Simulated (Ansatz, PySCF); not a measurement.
Series SiXY, Y = H, computed as singlets and as triplets. Gas-phase values, no solvent. One relaxed conformer stands for each flexible species; it need not be the lowest. Strings in code marks are SMILES.

Quantity: adiabatic spin-state energy, in kJ/mol. HF references are unrestricted for open shells and restricted for singlets. The restricted reference of `[SiH2]`, `F[SiH]` and `[SiH]Cl` is unstable towards unrestricted orbitals.

Level 1: composite: frozen-core CCSD(T) with HF/cc-pV5Z and the correlation energy extrapolated as X^-3 from cc-pVQZ and cc-pV5Z, plus CCSDT(Q) minus CCSD(T) in cc-pVDZ // PBE0-D3(BJ)/def2-TZVP (Ansatz, an electronic-structure program)
Level 2: frozen-core CCSD(T) with HF/cc-pV5Z and the correlation energy extrapolated as X^-3 from cc-pVQZ and cc-pV5Z // PBE0-D3(BJ)/def2-TZVP (Ansatz)
Level 3: r2SCAN0/cc-pVTZ // PBE0-D3(BJ)/def2-TZVP (Ansatz)
Level 4: HF/6-31G* // PBE0-D3(BJ)/def2-TZVP (PySCF)

```tsv
species	level 1	level 2	level 3	level 4
`[SiH2]`: multiplicity 3 minus multiplicity 1	85.7	85.5	45.1	18.64
`[SiH]Cl`: multiplicity 3 minus multiplicity 1	143.0	142.8	102.3	73.9
`F[SiH]`: multiplicity 3 minus multiplicity 1	162.1	162.1	120.9	98.5
```
